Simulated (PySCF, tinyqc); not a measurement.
Starting guesses with plain Roothaan steps: SCF starting guesses in the sto-6g basis, for HF, spin multiplicity 1. Computed by the program tinyqc with PySCF. RHF with one setting changed at a time; a run stops when the energy changes by less than 1e-09 hartree and the error matrix is below 1e-5. Starts: the lowest orbitals of the core Hamiltonian, of the Wolfsberg-Helmholz matrix (K = 1.75), projected atomic densities, random orbitals, and the highest orbitals of the core Hamiltonian (a deliberately bad start).

Geometry (angstrom):
```
atom       x       y       z
F     0.0000  0.0000  0.0000
H     0.0000  0.0000  1.4410
```

lowest restricted solution found by these runs and by PySCF = -99.365091 hartree

Largest element of the error matrix X^T (FDS - SDF) X:
```
iteration     core  Wolfsberg-Helmholz  atomic densities   random  highest core orbitals
1          3.3e-01             4.0e-01           4.8e-01  9.0e+00                3.3e-01
2          3.0e-01             1.4e-01           3.6e-01  3.3e-01                3.7e-01
3          8.1e-02             3.1e-02           8.8e-02  1.4e-01                2.7e-01
4          1.7e-02             6.6e-03           1.9e-02  8.5e-02                7.0e-02
5          3.8e-03             1.4e-03           4.1e-03  6.6e-02                1.5e-02
6          7.7e-04             3.0e-04           8.8e-04  4.9e-02                3.3e-03
8          3.5e-05             1.4e-05           4.0e-05  2.7e-02                1.5e-04
10               -                   -                 -  1.4e-02                6.8e-06
14               -                   -                 -  4.0e-03                      -
20               -                   -                 -  5.7e-04                      -
30               -                   -                 -  2.3e-05                      -
```

How each run ends:
```
run                    iterations  E (hartree)         state
core                            9    -99.36509  lowest found
Wolfsberg-Helmholz              9    -99.36509  lowest found
atomic densities                9    -99.36509  lowest found
random                         33    -99.36509  lowest found
highest core orbitals          10    -99.36509  lowest found
```

What does the comparison show, and why?

5 of 5 runs reach the lowest restricted solution found, in 9 to 33 iterations (fastest: core, Wolfsberg-Helmholz, atomic densities). The first errors are 3e-01, 4e-01, 5e-01, 9e+00, 3e-01; the deliberately bad start has the smallest one, so a small first error does not mark a good start. The restricted reference is unstable here: a spin-polarised solution lies 0.0420 hartree lower (PySCF), so results built on it describe a poor reference.
